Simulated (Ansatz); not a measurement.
**BH3: two geometries relaxed**

Aim: relax the geometries before and after the reaction (reductive elimination), and see whether they are two minima and how far apart in energy. Meant to form: H2–H3; to break: B1–H2, B1–H3. The start is a guess near the saddle point, from which both ends are pulled out.

Method: RKS PBE-D4/def2-TZVP, in Ansatz 0.2.0.

### 1 The structure to begin with

Bond lengths: B1–H4 1.190 Å.

As a file:

```xyz
4

B     0.0000    0.0000    0.0000
H     0.8690    0.0000    1.0849
H     1.3740    0.0000    0.2102
H    -1.0305    0.0000   -0.5950
```

### 2 A restrained relaxation towards end A

Springs on the bonds that form and break draw the guess towards this end; the thresholds are loose.

input.yaml

```yaml
crystal:
  periodic: [false, false, false]
  atoms:
    - { symbol: B, position_ang: [0.0, 0.0, 0.0] }
    - { symbol: H, position_ang: [0.869, 0.0, 1.0849] }
    - { symbol: H, position_ang: [1.374, 0.0, 0.2102] }
    - { symbol: H, position_ang: [-1.0305, 0.0, -0.595] }
basis:
  gaussian: { orbitals: def2-TZVP }
hamiltonian:
  xc: pbe
  dispersion: d4
relax:
  f_tol: 0.15
  max_steps: 25
  restrain:
    - { distance: [1, 2], at: 1.86, k: 30.0 }
    - { distance: [0, 1], at: 1.19, k: 30.0 }
    - { distance: [0, 2], at: 1.19, k: 30.0 }
output:
  orbitals: {}
```

Command:

```bash
> ansatz run input.yaml --threads 1 --pin off --max-ram 2048MiB --backend cpu --events-out ev --progress --plain --runs-dir out
```

What it wrote (excerpt; [...] marks lines left out):

```text
Warning: RAYON_NUM_THREADS=1 ignored (pool sized by the plan → 1); use --threads N
[...]
Functional definition: PBE
[...]
301 factors; their error is unknown
[...]
mean field -718.65341151 eV, -26.4100257522 hartree, gradient 1.8e-5 eV, S^2 0.000000; 0 other end points of the search recorded, 0 dependent functions left out
[...]
reference -718.65344693 eV, -26.4100270538 hartree; 4, 4 occupied and 45, 45 virtual orbitals, 301 factors
relax step   1: F+E_penalty+E_count = -718.67355247 eV  Δ(F+E_penalty+E_count) = +0.000e0 eV  max|allowed force component| = 4.666e0 eV/Å  E_restraint = 12.03724598 eV  max|allowed force component, restraints' pulls added| = 2.720e1 eV/Å  Δτ_max = 0.0000 Å  (25 SCF iters, accepted)
[...]
relax step   4: F+E_penalty+E_count = -722.44486881 eV  Δ(F+E_penalty+E_count) = -5.144e-1 eV  max|allowed force component| = 7.975e-1 eV/Å  E_restraint = 0.02580335 eV  max|allowed force component, restraints' pulls added| = 4.024e-1 eV/Å  Δτ_max = 0.1445 Å  (25 SCF iters, accepted)
[...]
relax step   5: F+E_penalty+E_count = -722.44550365 eV  Δ(F+E_penalty+E_count) = -6.348e-4 eV  max|allowed force component| = 8.356e-1 eV/Å  E_restraint = 0.02394291 eV  max|allowed force component, restraints' pulls added| = 2.028e-2 eV/Å  Δτ_max = 0.0074 Å  (26 SCF iters, accepted)
  distance H 1 - H 2 = 1.8973 Å
  distance B 0 - H 1 = 1.1798 Å
  distance B 0 - H 2 = 1.1798 Å
301 factors; their error is unknown
[...]
mean field -722.42876035 eV, -26.5487672629 hartree, gradient 1.7e-5 eV, S^2 0.000000; 1 other end points of the search recorded, 0 dependent functions left out
[...]
reference -722.42879426 eV, -26.5487685093 hartree; 4, 4 occupied and 45, 45 virtual orbitals, 301 factors
Total energy: -722.44553757 eV, -26.5493838144 hartree
Atom 0 at     0.258072    -0.000001     0.149012 Å, force     0.313817    -0.000000     0.181196 eV/Å
Atom 1 at     0.391207     0.000000     1.321284 Å, force    -0.593031     0.000000     0.643982 eV/Å
Atom 2 at     1.339882     0.000000    -0.321767 Å, force     0.261235     0.000000    -0.835558 eV/Å
Atom 3 at    -0.776661     0.000000    -0.448428 Å, force     0.017979     0.000000     0.010380 eV/Å
Dipole moment:    -0.011578    -0.000000    -0.006685 e Å
```

Run time: 2.4 s. Hardware: 1 thread of Arm Neoverse V2, shared host; peak memory 0.082 GiB.

Step by step:

| step | energy from step 1 (eV) | largest force component (eV/Å) |
| --- | --- | --- |
| 1 | 0.0000 | 4.6664 |
| 2 | -1.7755 | 3.4887 |
| 3 | -3.2569 | 2.4372 |
| 4 | -3.7713 | 0.7975 |
| 5 | -3.7720 | 0.8356 |

Step 1 is the start. Energies and forces in the table leave out the springs, which the log lists apart; the run stops on the force with the springs' pull added.

After: Bond lengths: B1–H2 1.180 Å, B1–H3 1.180 Å, B1–H4 1.195 Å. Angles: H2–B1–H3 107.0°, H2–B1–H4 126.5°, H3–B1–H4 126.5°.

Pairs that crossed the distance rule for bonds on the way: came closer B1–H2, B1–H3.

### 3 End point A

It starts where the restrained run ended.

input.yaml

```yaml
crystal:
  periodic: [false, false, false]
  atoms:
    - { symbol: B, position_ang: [0.258072, -1.0e-06, 0.149012] }
    - { symbol: H, position_ang: [0.391207, 0.0, 1.321284] }
    - { symbol: H, position_ang: [1.339882, 0.0, -0.321767] }
    - { symbol: H, position_ang: [-0.776661, 0.0, -0.448428] }
basis:
  gaussian: { orbitals: def2-TZVP }
hamiltonian:
  xc: pbe
  dispersion: d4
relax:
  f_tol: 0.03
  max_steps: 50
```

Command:

```bash
> ansatz run input.yaml --threads 1 --pin off --max-ram 2048MiB --backend cpu --events-out ev --progress --plain --runs-dir out
```

What it wrote (excerpt; [...] marks lines left out):

```text
Warning: RAYON_NUM_THREADS=1 ignored (pool sized by the plan → 1); use --threads N
[...]
[... 1 set-up line as earlier in the session ...]
[...]
301 factors; their error is unknown
[...]
mean field -722.42876013 eV, -26.5487672549 hartree, gradient 1.7e-5 eV, S^2 0.000000; 0 other end points of the search recorded, 0 dependent functions left out
[...]
reference -722.42879405 eV, -26.5487685013 hartree; 4, 4 occupied and 45, 45 virtual orbitals, 301 factors
relax step   1: F+E_penalty+E_count = -722.44550343 eV  Δ(F+E_penalty+E_count) = +0.000e0 eV  max|allowed force component| = 8.356e-1 eV/Å  Δτ_max = 0.0000 Å  (22 SCF iters, accepted)
[...]
relax step   2: F+E_penalty+E_count = -722.53829959 eV  Δ(F+E_penalty+E_count) = -9.280e-2 eV  max|allowed force component| = 2.836e-1 eV/Å  Δτ_max = 0.0841 Å  (24 SCF iters, accepted)
[...]
relax step   3: F+E_penalty+E_count = -722.54267022 eV  Δ(F+E_penalty+E_count) = -4.371e-3 eV  max|allowed force component| = 1.283e-2 eV/Å  Δτ_max = 0.0192 Å  (24 SCF iters, accepted)
301 factors; their error is unknown
[...]
mean field -722.52592465 eV, -26.5523379851 hartree, gradient 1.7e-5 eV, S^2 0.000000; 1 other end points of the search recorded, 0 dependent functions left out
[...]
reference -722.52595869 eV, -26.5523392363 hartree; 4, 4 occupied and 45, 45 virtual orbitals, 301 factors
Total energy: -722.54270427 eV, -26.5529546248 hartree
Atom 0 at     0.302997    -0.000001     0.174951 Å, force     0.000345    -0.000000     0.000199 eV/Å
Atom 1 at     0.303358    -0.000000     1.375007 Å, force    -0.001783    -0.000000    -0.012122 eV/Å
Atom 2 at     1.342489    -0.000000    -0.424707 Å, force    -0.011390    -0.000000     0.004516 eV/Å
Atom 3 at    -0.736344    -0.000000    -0.425150 Å, force     0.012829     0.000000     0.007407 eV/Å
Dipole moment:    -0.000025    -0.000000    -0.000015 e Å
```

Run time: 1.6 s. Hardware: 1 thread of Arm Neoverse V2, shared host; peak memory 0.082 GiB.

The steps of the relaxation:

| step | energy from step 1 (eV) | largest force component (eV/Å) |
| --- | --- | --- |
| 1 | 0.0000 | 0.8356 |
| 2 | -0.0928 | 0.2836 |
| 3 | -0.0972 | 0.0128 |

Step 1 is the start.

After: Bond lengths: B1–H2 1.200 Å, B1–H3 1.200 Å, B1–H4 1.200 Å. Angles: H2–B1–H3 120.0°, H2–B1–H4 120.0°, H3–B1–H4 120.0°.

### 4 Pulling towards end B

Springs on the bonds that form and break draw the guess towards this end; the thresholds are loose.

input.yaml

```yaml
crystal:
  periodic: [false, false, false]
  atoms:
    - { symbol: B, position_ang: [0.0, 0.0, 0.0] }
    - { symbol: H, position_ang: [0.869, 0.0, 1.0849] }
    - { symbol: H, position_ang: [1.374, 0.0, 0.2102] }
    - { symbol: H, position_ang: [-1.0305, 0.0, -0.595] }
basis:
  gaussian: { orbitals: def2-TZVP }
hamiltonian:
  xc: pbe
  dispersion: d4
relax:
  f_tol: 0.15
  max_steps: 25
  restrain:
    - { distance: [1, 2], at: 0.66, k: 30.0 }
    - { distance: [0, 1], at: 2.39, k: 30.0 }
    - { distance: [0, 2], at: 2.39, k: 30.0 }
```

Command:

```bash
> ansatz run input.yaml --threads 1 --pin off --max-ram 2048MiB --backend cpu --events-out ev --progress --plain --runs-dir out
```

What it wrote (excerpt; [...] marks lines left out):

```text
Warning: RAYON_NUM_THREADS=1 ignored (pool sized by the plan → 1); use --threads N
[...]
[... 1 set-up line as earlier in the session ...]
[...]
301 factors; their error is unknown
[...]
mean field -718.65341151 eV, -26.4100257522 hartree, gradient 1.8e-5 eV, S^2 0.000000; 0 other end points of the search recorded, 0 dependent functions left out
[...]
reference -718.65344693 eV, -26.4100270538 hartree; 4, 4 occupied and 45, 45 virtual orbitals, 301 factors
relax step   1: F+E_penalty+E_count = -718.67355247 eV  Δ(F+E_penalty+E_count) = +0.000e0 eV  max|allowed force component| = 4.666e0 eV/Å  E_restraint = 31.83731695 eV  max|allowed force component, restraints' pulls added| = 4.374e1 eV/Å  Δτ_max = 0.0000 Å  (25 SCF iters, accepted)
[...]
  distance H 1 - H 2 = 0.7163 Å
  distance B 0 - H 1 = 2.3860 Å
  distance B 0 - H 2 = 2.3907 Å
301 factors; their error is unknown
[...]
mean field -718.56759041 eV, -26.4068718850 hartree, gradient 1.2e-5 eV, S^2 0.000000; 1 other end points of the search recorded, 0 dependent functions left out
[...]
reference -718.56762349 eV, -26.4068731005 hartree; 4, 4 occupied and 45, 45 virtual orbitals, 301 factors
Total energy: -718.59057536 eV, -26.4077165662 hartree
Atom 0 at    -0.976514    -0.001805     0.320053 Å, force     0.096883     0.001442     0.025956 eV/Å
Atom 1 at     1.318333     0.003395     0.973094 Å, force    -0.339922     0.014198     1.648837 eV/Å
Atom 2 at     1.413540    -0.003610     0.263182 Å, force     0.249172    -0.014333    -1.679866 eV/Å
Atom 3 at    -0.542859     0.002020    -0.856229 Å, force    -0.006133    -0.001307     0.005073 eV/Å
Dipole moment:     0.188714     0.000909    -0.255794 e Å
```

Wall time 6 s (1 thread of Arm Neoverse V2, shared host); peak memory 0.083 GiB.

The steps of the relaxation:

| step | energy from step 1 (eV) | largest force component (eV/Å) |
| --- | --- | --- |
| 1 | 0.0000 | 4.6664 |
| 2 | 2.3360 | 10.0000 |
| 3 | 4.6886 | 10.6548 |
| 4 | 1.3174 | 4.0048 |
| 5 | 1.3426 | 9.3964 |
| 6 | 0.6844 | 2.9168 |
| 7 | 0.5068 | 1.5285 |
| 8 | 0.3751 | 1.5301 |
| 9 | 0.2364 | 1.7588 |
| 10 | 0.1363 | 1.7066 |
| 11 | 0.0860 | 1.6966 |
| 12 | 0.0830 | 1.6799 |

Step 1 is the start. Energies and forces in the table leave out the springs, which the log lists apart; the run stops on the force with the springs' pull added.

After: Bond lengths: H2–H3 0.716 Å, B1–H4 1.254 Å.

Pairs that crossed the distance rule for bonds on the way: came closer H2–H3.

### 5 Relaxing end B

It starts where the restrained run ended.

input.yaml

```yaml
crystal:
  periodic: [false, false, false]
  atoms:
    - { symbol: B, position_ang: [-0.976514, -0.001805, 0.320053] }
    - { symbol: H, position_ang: [1.318333, 0.003395, 0.973094] }
    - { symbol: H, position_ang: [1.41354, -0.00361, 0.263182] }
    - { symbol: H, position_ang: [-0.542859, 0.00202, -0.856229] }
basis:
  gaussian: { orbitals: def2-TZVP }
hamiltonian:
  xc: pbe
  dispersion: d4
relax:
  f_tol: 0.03
  max_steps: 50
output:
  orbitals: {}
```

Command:

```bash
> ansatz run input.yaml --threads 1 --pin off --max-ram 2048MiB --backend cpu --events-out ev --progress --plain --runs-dir out
```

What it wrote (excerpt; [...] marks lines left out):

```text
Warning: RAYON_NUM_THREADS=1 ignored (pool sized by the plan → 1); use --threads N
[...]
[... 1 set-up line as earlier in the session ...]
[...]
301 factors; their error is unknown
[...]
mean field -718.56758925 eV, -26.4068718424 hartree, gradient 8.4e-6 eV, S^2 0.000000; 0 other end points of the search recorded, 0 dependent functions left out
[...]
reference -718.56762234 eV, -26.4068730582 hartree; 4, 4 occupied and 45, 45 virtual orbitals, 301 factors
relax step   1: F+E_penalty+E_count = -718.59054112 eV  Δ(F+E_penalty+E_count) = +0.000e0 eV  max|allowed force component| = 1.680e0 eV/Å  Δτ_max = 0.0000 Å  (23 SCF iters, accepted)
[...]
relax step   4: F+E_penalty+E_count = -718.86385970 eV  Δ(F+E_penalty+E_count) = -9.810e-2 eV  max|allowed force component| = 8.554e-1 eV/Å  Δτ_max = 0.1361 Å  (25 SCF iters, accepted)
[...]
relax step  13: F+E_penalty+E_count = -722.54267324 eV  Δ(F+E_penalty+E_count) = -3.941e-3 eV  max|allowed force component| = 1.261e-2 eV/Å  Δτ_max = 0.0163 Å  (25 SCF iters, accepted)
301 factors; their error is unknown
mean field -722.52592830 eV, -26.5523381195 hartree, gradient 1.7e-5 eV, S^2 0.000000; 1 other end points of the search recorded, 0 dependent functions left out
[...]
reference -722.52596225 eV, -26.5523393670 hartree; 4, 4 occupied and 45, 45 virtual orbitals, 301 factors
Total energy: -722.54270719 eV, -26.5529547321 hartree
Atom 0 at     0.303148     0.000033     0.175067 Å, force    -0.000908    -0.000488    -0.002008 eV/Å
Atom 1 at     0.222284    -0.002682     1.371312 Å, force    -0.000681     0.000135     0.012608 eV/Å
Atom 2 at     1.379552     0.004630    -0.353146 Å, force     0.010390     0.000207    -0.004805 eV/Å
Atom 3 at    -0.692484    -0.001982    -0.493133 Å, force    -0.008801     0.000145    -0.005795 eV/Å
Dipole moment:     0.000013     0.000019     0.000027 e Å
```

Wall time 5.5 s (1 thread of Arm Neoverse V2, shared host); peak memory 0.083 GiB.

Step by step:

| step | energy from step 1 (eV) | largest force component (eV/Å) |
| --- | --- | --- |
| 1 | 0.0000 | 1.6799 |
| 2 | -0.0747 | 0.4633 |
| 3 | -0.1752 | 0.3777 |
| 4 | -0.2733 | 0.8554 |
| 5 | -0.3636 | 2.4097 |
| 6 | -0.5269 | 1.3856 |
| 7 | -0.8523 | 2.8416 |
| 8 | -1.5835 | 4.0063 |
| 9 | -2.2688 | 5.5275 |
| 10 | -3.1290 | 2.2654 |
| 11 | -3.8544 | 0.7281 |
| 12 | -3.9482 | 0.2432 |
| 13 | -3.9521 | 0.0126 |

Step 1 is the start.

After: Bond lengths: B1–H2 1.199 Å, B1–H3 1.199 Å, B1–H4 1.199 Å. Angles: H2–B1–H3 120.0°, H2–B1–H4 120.0°, H3–B1–H4 120.0°.

Pairs that crossed the distance rule for bonds on the way: came closer B1–H2, B1–H3; moved apart H2–H3.

### 6 Summary of results

| quantity | value |
| --- | --- |
| end A | 2 moves, 0.097 eV lower |
| end B | 12 moves, 3.952 eV lower |
| largest difference between the ends | 0.00 Å |
| end B relative to end A | -0.000 eV |

**Reading.** Both starts fell into the same minimum (no atom differs by more than 0.00 Å), so from this start no second minimum was found and no band was run; another arrangement could still be one.
